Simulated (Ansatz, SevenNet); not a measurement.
For fcc Au, the machine-learned potential SevenNet-0 (trained on PBE and PBE+U data) gives:

| Item | Result |
|---|---|
| lattice parameter a | 4.171 Å |
| elastic constant C11 | 143 GPa |
| elastic constant C44 | 8.7 GPa |
| polycrystal shear modulus | 7.8 GPa |

Task: What does HSE06 (plane waves, PAW; Ansatz, a program for electronic structure) give for the same quantities?

Result: 
- lattice constant a: 4.126 Å (decreases by 1.1 %)
- elastic constant C11: 160 GPa (increases by 12 %)
- elastic constant C44: 32.4 GPa (increases by 270 %)
- Voigt–Reuss–Hill shear modulus: 20.5 GPa (goes up by 160 %)

For comparison: lattice constant a 4.062 Å (measured, static lattice: zero-point anharmonic expansion removed; as tabulated in Mejia-Rodriguez and Trickey (2018), arXiv:1807.09216); elastic constant C11 202 GPa (measured, 0 K, extrapolated to 0 K; zero-point effects included; as tabulated in Malica and Corso (2021), arXiv:2109.00459); elastic constant C44 45.4 GPa (measured, 0 K, extrapolated to 0 K; zero-point effects included; as tabulated in Malica and Corso (2021), arXiv:2109.00459).

Changes are worked out from the printed values.

Unless a cell is named, each level is at its own relaxed cell (SevenNet-0 18.14, HSE06 17.56 Å³/atom).

Levels without +SOC leave out spin–orbit coupling, which shifts energies and cells of such heavy elements.

Caveats: hybrids on metals are sensitive to the k mesh (HSE06). Ansatz's density-functional and Hartree–Fock values are scalar-relativistic unless marked +SOC, with PAW data made under PBE.
